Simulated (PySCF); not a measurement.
A structure optimised at PBE-D3(BJ)/def2-TZVP, used in a PySCF frequency run:

```xyz
5

F     -1.1141     0.0000    -0.2921
C      0.0000     0.0000     0.5061
F      1.1141     0.0000    -0.2921
H      0.0000    -0.9214     1.1102
H      0.0000     0.9214     1.1102
```
Charge 0, spin multiplicity 1.

Q: Write its SMILES, formula and point group.

A: FCF, CH2F2, C2v

Q: What are its rotational constants (standard atomic weights)?

A: 48.755, 10.341, 9.0543 GHz
